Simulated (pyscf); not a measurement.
## Four-centre exchange: `[OH][Si]([OH])([OH])[OH]` + `[FH]` -> `[OH2]` + `[OH][Si]([OH])([OH])[F]`

Gas phase, singlet surface, charge 0. Bonds broken: O1–Si2, F10–H11. Bonds formed: O1–H11, Si2–F10. Optimised with ωB97X-D3(BJ)/def2-SVP in PySCF.

Transition state (Å):

```xyz
11

O     -0.2141     1.4539     0.9555
Si    -0.6749    -0.0132    -0.0037
O      0.7770    -0.0265    -0.8151
O     -1.7303     0.2091    -1.2614
O     -0.6656    -1.3760     0.9181
H      0.1981     2.1807     0.4700
H      0.7383    -0.4471    -1.6796
H     -2.6379     0.3169    -0.9540
H     -1.4104    -1.4032     1.5298
F     -2.2177     0.6265     1.1601
H     -1.2630     1.4752     1.2799
```

One imaginary mode, 539i cm⁻¹; descent along it reached the two sides named, in the forms told below.

```
bond     change  reactant side (Å)  saddle  product side
-------  ------  -----------------  ------  ------------
O1–Si2   breaks              1.684   1.812           3.0
F10–H11  breaks              0.950   1.283         2.572
O1–H11    forms              1.659   1.098         0.967
Si2–F10   forms                3.2   2.036         1.621
```

Electronic energies relative to the separated reactants (eV):

```
level                   barrier  reaction energy  reverse barrier
----------------------  -------  ---------------  ---------------
ωB97X-D3(BJ)/def2-TZVP     0.53            -0.38             0.91
PBE/def2-TZVP              0.37            -0.41             0.79
r²SCAN/def2-TZVP           0.39            -0.42             0.81
B3LYP-D3(BJ)/def2-TZVP     0.54            -0.41             0.95
PBE0-D3(BJ)/def2-TZVP      0.46            -0.38             0.84
M06-2X/def2-TZVP           0.53            -0.38             0.91
ωB97M-D3(BJ)/def2-TZVP     0.51            -0.40             0.91
HF/def2-TZVP               1.23            -0.46             1.68
```

With ωB97M-D3(BJ)/def2-TZVP energies and thermal terms (ideal gas, 1 atm, RRHO with modes under 100 cm⁻¹ raised to 100, one conformer, R ln 2 for chiral ones without a mode under 150 cm⁻¹), in eV:

```json
[
 {"T (K)": "298", "ΔH‡": "0.52", "ΔG‡": "0.99", "ΔH": "-0.39", "ΔG": "-0.45"},
 {"T (K)": "600", "ΔH‡": "0.48", "ΔG‡": "1.49", "ΔH": "-0.41", "ΔG": "-0.50"},
 {"T (K)": "900", "ΔH‡": "0.48", "ΔG‡": "2.00", "ΔH": "-0.43", "ΔG": "-0.53"},
 {"T (K)": "1200", "ΔH‡": "0.49", "ΔG‡": "2.50", "ΔH": "-0.44", "ΔG": "-0.57"}
]
```

On the reactant side the descent ends in a bound adduct (not fully relaxed), 0.47 eV under the separated species and 1.00 eV under the saddle at ωB97X-D3(BJ)/def2-TZVP. On the product side the descent ends in a bound adduct (not fully relaxed), 0.40 eV under the separated species and 1.32 eV under the saddle at ωB97X-D3(BJ)/def2-TZVP. One saddle was located; it need not be the lowest between these sides.
